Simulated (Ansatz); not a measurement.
Relaxation of C₃H₈N₂S (14 atoms, charge 0, multiplicity 1), to a largest force component of 0.015 eV/Å in at most 40 steps.

Level of theory: RKS B3LYP/def2-SVP (Ansatz 0.2.0).

```xyz
14
Properties=species:S:1:pos:R:3
C -0.825 -1.987 0.019
N -0.997 -0.498 0.092
C -0.034 0.235 -0.298
N 1.292 -0.206 -0.739
C -0.188 1.742 -0.216
S 0.807 2.402 1.180
H -0.558 -2.267 -0.993
H -1.808 -2.376 0.222
H -0.154 -2.307 0.785
H 1.990 0.436 -0.578
H 1.454 -1.157 -0.434
H 0.163 2.217 -1.116
H -1.292 2.023 -0.050
H 0.136 1.713 2.155
```

Question: Where does it end, and by what steps?

Answer: The run converged. After 11 steps the energy has fallen by 0.463 eV; H14 moved furthest, 0.53 Å.

```
step  energy less start (eV)  largest force component (eV/Å)  accepted
   0                  0.0000                           4.873       yes
   1                 -0.3274                           1.767       yes
   2                 -0.4189                           0.428       yes
   3                 -0.4319                           0.329       yes
   4                 -0.4464                           0.199       yes
   5                 -0.4546                           0.300       yes
   6                 -0.4593                           0.091       yes
   7                 -0.4613                           0.097       yes
   8                 -0.4624                           0.060       yes
   9                 -0.4626                           0.046       yes
  10                 -0.4627                           0.035       yes
  11                 -0.4628                           0.009       yes
```

```xyz
14
Properties=species:S:1:pos:R:3
C -0.899 -1.979 -0.133
N -1.070 -0.547 -0.042
C -0.040 0.200 -0.189
N 1.249 -0.209 -0.457
C -0.248 1.701 -0.154
S 0.922 2.627 0.925
H -0.592 -2.303 -1.148
H -1.845 -2.489 0.102
H -0.134 -2.372 0.573
H 1.983 0.451 -0.216
H 1.482 -1.182 -0.300
H -0.079 2.128 -1.157
H -1.288 1.893 0.135
H 0.546 2.050 2.091
```

The run took 91 s on 2 threads of Arm Neoverse N1, with other jobs on the host, peak memory 0.33 GiB.
